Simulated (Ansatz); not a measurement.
`[AlH2][BH]Cl` + H–F → `F[BH][AlH2]` + HCl at 500 K and 1 bar (ligand exchange at a B–Cl bond).

Gas-phase electronic energies from Ansatz, PBE0-D4/def2-TZVP geometries. CBS: MP2 limit from def2 TZ/QZ plus the TZ coupled-cluster correction, frozen cores. This one scheme is used for every species.

```
       species  CCSD(T)/CBS energy (Eh)  H − E (kJ/mol)  S (J/(mol·K))
`[AlH2][BH]Cl`               -728.37691           102.2          350.1
           H–F               -100.39570            39.4          188.7
 `F[BH][AlH2]`               -368.40257           104.3          336.6
           HCl               -460.38127            32.5          201.9
```

H − E and S are ideal-gas, rigid-rotor, harmonic terms from PBE0-D4/def2-TZVP. 1 Eh = 2625.50 kJ/mol, R = 8.31446 J/(mol·K).

**Question.** By hand: ΔE, ΔH, ΔS and ΔG.

**Answer.** ΔE = (-368.40257) + (-460.38127) − (-728.37691) − (-100.39570) = -0.01123 Eh = -29.5 kJ/mol. Δ(H − E) = 104.3 + 32.5 − 102.2 − 39.4 = -4.8, so ΔH = -34.3 kJ/mol. ΔS = 336.6 + 201.9 − 350.1 − 188.7 = -0.3 J/(mol·K). ΔG = -34.3 − 500 × (-0.3)/1000 = -34.1 kJ/mol.

**Question.** By hand: the equilibrium constant, and the temperature at which ΔG would vanish if ΔH and ΔS stayed fixed.

**Answer.** log₁₀ K = −ΔG/(RT ln 10) = 3.6. ΔG = 0 at ΔH/ΔS = 114333 K, far beyond where these terms or the molecules hold.

The number of gas molecules stays the same, so ΔS is small and ΔH decides. A doubt of 5 kJ/mol in ΔE shifts log₁₀ K by 0.5 here. These are equilibria of isolated gas molecules and say nothing of rates. Largest T1 diagnostic: 0.014 (customary marks: 0.02 for closed shells, 0.045 for open ones).
